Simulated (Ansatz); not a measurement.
# singlet BHO: levels of theory in one basis

```xyz
3

H     0.0000    0.0000   -1.2847
B     0.0000    0.0000   -0.0053
O     0.0000    0.0000    1.2900
```

Basis set: def2-SVP (spherical functions). Frozen core: 2 orbitals. Charge 0, multiplicity 1.

Computed with Ansatz (development build ahead of 0.2.0); each method stands on the lowest determinant of its kind that the runs found.

| method | E − E(RHF) (eV) | <S²> of the determinant |
| --- | --- | --- |
| RHF | 0.00 | – |
| RHF-CCSD(T) | -8.04 | – |

Question: What does RHF-MP2 give on the same scale?

Answer: -7.60 eV.
